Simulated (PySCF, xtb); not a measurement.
disilane (H6Si2), SMILES [SiH3][SiH3].

Harmonic wavenumbers (cm⁻¹) from xtb with GFN2-xTB at its own minimum, in rising order: 34, 389, 390, 479, 493, 494, 748, 821, 821, 823, 823, 830, 2219, 2221, 2227, 2237, 2239, 2243.

Problem. What does PBE-D3(BJ)/def2-TZVP (PySCF) give at its own minimum? (An estimate is asked for; the answer gives what the named calculation found.)

Solution. 133, 348, 348, 419, 602, 602, 803, 872, 900, 900, 914, 914, 2148, 2154, 2161, 2161, 2171, 2171. Paired by order, the mean absolute difference is 73 cm⁻¹ and the zero-point energies are 29.4 and 29.6 kcal/mol.
